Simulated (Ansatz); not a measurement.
BF3 (SMILES FB(F)F) moved off its minimum; all values from Ansatz (a quantum-chemistry and plane-wave program), cores frozen in correlated methods.
(charge 0, multiplicity 1)
```xyz
4

B     -0.00702     0.01049     0.07559
F     -1.07040    -0.73203    -0.01219
F      0.05625     1.33589    -0.41850
F      1.10659    -0.45266     0.50474
```

```
level                largest force (eV/Å)  on atom  rms difference from CCSD(T)/aug-cc-pVTZ (eV/Å)  dipole (D)
-------------------  --------------------  -------  ----------------------------------------------  ----------
HF/def2-TZVPP                        4.34       F3                                           0.592        0.74
PBE/def2-TZVPP                       3.97       B1                                           0.271        0.66
r2SCAN/def2-TZVPP                    3.96       B1                                           0.043        0.68
B3LYP/def2-TZVPP                     3.93       B1                                           0.050        0.68
wB97M-V/def2-TZVPP                   4.01       B1                                           0.026        0.69
MP2/aug-cc-pVTZ                      4.05       B1                                           0.046        0.69
CCSD(T)/aug-cc-pVTZ                  4.06       B1                                           0.000        0.69
```

The differences count from one level among others, with limits of its own. Forces at CCSD(T)/aug-cc-pVTZ (eV/Å):

| atom | Fx | Fy | Fz |
|---|---|---|---|
| B1 | -0.031 | 3.525 | -2.013 |
| F2 | -0.490 | 0.162 | 0.040 |
| F3 | -0.744 | -2.923 | 1.144 |
| F4 | 1.265 | -0.764 | 0.829 |
